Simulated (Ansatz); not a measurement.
Basis-set extrapolation for C5H12S, SMILES `CCCCCS` (PBE0-D4/def2-TZVP geometry, frozen core, Ansatz 0.2.0). Multiplicity 1, RHF reference.

|  | def2-TZVPP | def2-QZVPP |
| --- | --- | --- |
| HF | -593.945190 | -593.965823 |
| MP2 correlation | -1.062893 | -1.133296 |
| CCSD(T) correlation | -1.182479 | not run |

Energies in hartree. Use E(X) = E(∞) + A·exp(−7.88·√X) for Hartree–Fock and E(X) = E(∞) + B·X^(−2.97) for correlation, with X = 3 and 4, and add CCSD(T) minus MP2 of the smaller set to the MP2 limit.

Problem. What is the CCSD(T) energy at the basis-set limit?

Solution. HF limit: -593.965823 + (-0.020633) × 0.13774 = -593.96866. MP2 limit: -1.133296 + (-0.070403) × 0.74074 = -1.18545. Higher-order term: -1.182479 − (-1.062893) = -0.11959. Total: -595.27370 hartree, 3.97 eV below CCSD(T)/def2-TZVPP.
